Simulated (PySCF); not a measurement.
## Where the electron goes

Species: C3H5N3.
Z-matrix (Å and degrees, GFN2-xTB geometry), rows numbered from 1:
```
C 
N   1  1.4343
C   2  1.3616  1  128.30
N   3  1.2980  2  110.59  1  -178.49
N   4  1.3414  3  107.79  2     0.09
C   5  1.2980  4  107.79  3    -0.00
H   1  1.0896  2  109.68  3  -150.40
H   1  1.0896  2  109.56  3   -30.52
H   1  1.0933  2  110.72  3    89.52
H   3  1.0706  2  123.84  1     1.82
H   6  1.0704  2  123.85  1    -1.86
```

Computed, not measured: PySCF 2.14.0, density-fitted response routines, TDDFT PBE0/def2-SVPD, vertical, gas phase, core orbitals frozen in the response.

Kohn–Sham orbitals with the atoms that hold most of them (Löwdin shares over 4%, at most four atoms; ? is withheld):

```tsv
orbital	ε (eV)	atoms
HOMO-3	-9.07	N5 39%, N4 39%, C3 5%, C6 5%
HOMO-2	-8.54	N2 34%, N5 20%, N4 20%, C1 8%
HOMO-1	-7.65	C6 25%, C3 25%, N4 19%, N5 19%
HOMO	-7.13	?
LUMO	0.17	?
LUMO+1	0.31	C1 38%, H9 12%, H8 11%, H7 11%
LUMO+2	1.02	N4 25%, N5 25%, C3 13%, C6 12%
```

Q: Give the leading atoms of the HOMO.

A: N4 (bonded to C and N) 40%; N5 (bonded to C and N) 40%; C3 (bonded to 2 N and H) 8%; C6 (bonded to 2 N and H) 8%. By element: nitrogen 81% or more, carbon 15% or more.

Q: Which atoms hold the LUMO, and with what shares?

A: N2 (bonded to 3 C) 20%; C6 (bonded to 2 N and H) 19%; C3 (bonded to 2 N and H) 19%; N5 (bonded to C and N) 9%. By element: carbon 38% or more, nitrogen 29% or more.

Q: How does S1 compare with the orbital gap of 7.29 eV?

A: S1 is at 5.64 eV (f = 0.0000), 1.65 eV below the gap, made of HOMO→LUMO (99%). Without the coupling terms of the response equations the lowest excitation would equal the gap.

Q: Give energy, strength and leading configuration of S1, S3, S4 and S5, and follow the Löwdin shares of the leading atoms from the occupied to the empty orbital.

A: 
- S1 (5.64 eV, f 0.0000), HOMO→LUMO (99%): N4 40% → at most 10%, N5 40% → 9%, N2 at most 5% → 20%, C6 8% → 19%
- S3 (6.56 eV, f 0.0000), HOMO→LUMO+1 (97%): N4 40% → at most 12%, N5 40% → at most 12%, C1 at most 5% → 38%, H9 at most 5% → 12%
- S4 (6.92 eV, f 0.0009), HOMO-1→LUMO+1 (96%): C6 25% → at most 12%, C3 25% → at most 12%, C1 at most 12% → 38%, H9 at most 12% → 12%
- S5 (7.02 eV, f 0.119), HOMO-1→LUMO (92%): C6 25% → 19%, C3 25% → 19%, N2 at most 12% → 20%

Löwdin shares depend on the basis, the more so with diffuse functions.

On Arm Neoverse V2, one thread, no GPU (shared host), this took 17 s wall.
